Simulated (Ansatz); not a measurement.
The first iterations of a band of AlClFH + H2 (6 atoms, charge 0, multiplicity 1).

Level of theory: Ansatz 0.2.0, RKS revPBE-D4/def2-SVP.

```
movable images  : 9
climbing image  : yes
spring          : 5.0 eV/Å²
optimiser       : quadratic models (default)
start path      : straight line
force threshold : 0.05 eV/Å
iteration limit : 60
end points      : relaxed
```

First end point:

```xyz
6
Properties=species:S:1:pos:R:3
Al 0.025 0.134 0.237
Cl -0.055 0.741 2.265
H 1.377 0.081 -0.578
F -1.437 -0.065 -0.571
H 0.000 -2.201 0.513
H 0.122 -1.955 1.234
```

Last end point:

```xyz
6
Properties=species:S:1:pos:R:3
Al 0.410 -0.814 -0.079
Cl -0.081 0.007 2.373
H 1.370 0.313 -0.662
F -1.290 -0.419 -0.133
H 0.725 -2.362 0.099
H -1.103 0.009 1.502
```

| iteration | highest image above the first end (eV) | largest band force component (eV/Å) |
| --- | --- | --- |
| 1 | 3.231 | 2.614 |
| 2 | 2.257 | 1.893 |
| 3 | 1.808 | 2.156 |
| 4 | 1.563 | 0.916 |
| 5 | 1.412 | 0.614 |

Does the band converge within its limit, and where does its top end?

It converged. It ended after 16 iterations with the highest image 1.294 eV above the first end. Another band between the same ends (9 images) ends at a top of the same energy, where a vibrational analysis finds 1 clearly imaginary mode. The orbitals stay closed-shell, which can raise the energy where a bond breaks towards radicals; this wasn't checked here.

Time of the run: 3.5 min on 1 thread of Arm Neoverse V1 (shared host), peak memory 0.12 GiB.
